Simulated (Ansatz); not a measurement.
# Al2O (triplet): from Hartree-Fock to the top rungs at a displaced geometry (v2), cc-pVDZ

An exercise on one series of results from a longer session: the logs are not shown, and one member is left open.

Method: cc-pVDZ, core rule «outside noble gas», up to 11 orbitals frozen; program: Ansatz 0.2.0, Gaussian basis.

Plan: UHF; CCSD(T) on ROHF; CCSD(T) on UHF; BCCD(T) on ROHF; CISD; CCSDT(Q) on ROHF; CCSDT(Q) on UHF.

40 further runs of the same task are left out: 12 for a known fault of the program, 14 that didn't finish, 14 set aside as unsound or not needed.

**The system**

The geometry is a PBE0/def2-TZVP stationary point (not a proven minimum) with its atoms shifted at random (size 0.100 Å).

3 atoms, charge 0, spin multiplicity 3.

Atoms are counted from 1 here; the program's logs count them from 0.

Bond lengths: Al1–O2 1.696 Å, O2–Al3 1.709 Å. Angles: Al1–O2–Al3 171.7°.

Set-up of the first run:

Input file in.yaml:

```yaml
crystal:
  periodic: [false, false, false]
  atoms:
    - {symbol: Al, position_ang: [0.084376, 0.005225, 1.694098]}
    - {symbol: O, position_ang: [-0.080498, 0.013599, 0.006591]}
    - {symbol: Al, position_ang: [-0.003878, -0.018825, -1.700689]}
basis:
  gaussian: {orbitals: cc-pVDZ}
magnetization: {spin_polarized: true, initial_magnetization: 2}
hamiltonian: {xc: hf}
output: {orbitals: {seedname: orbitals}}
```

The run is started by

```bash
> ansatz run in.yaml --threads 1 --pin off --events-out ev --progress --plain --max-ram 2393MiB
```

Steps of the session up to this table: UHF; CCSD(T) on ROHF; CCSD(T) on UHF; BCCD(T) on ROHF; CISD; CCSDT(Q) on ROHF; CCSDT(Q) on UHF.

One table of the session follows, with a row left open; its other results are not shown here.

```
   method  from RCCSDT(Q) (kcal/mol)
     ROHF                    +174.97
      UHF                    +174.58
     RMP2                     +16.91
     UMP2                     +16.75
     CISD                     +21.59
    RCCSD                      +7.18
    UCCSD                      +7.17
 RCCSD(T)                      +2.02
 UCCSD(T)                      +2.01
  BCCD(T)                      +1.88
   RCCSDT                      +0.99
   UCCSDT                      +0.99
RCCSDT(Q)                          0
UCCSDT(Q)                          ?
```

Q: Estimate the row for UCCSDT(Q) from the others.

As computed: from RCCSDT(Q) (kcal/mol): -0.13. In the column «from RCCSDT(Q) (kcal/mol)» it is the lowest.

Caveats from the session: Restricted and unrestricted rows rest on different reference determinants; where their highest levels disagree by more than a few hundredths of an eV, they describe different states and don't form one ladder.
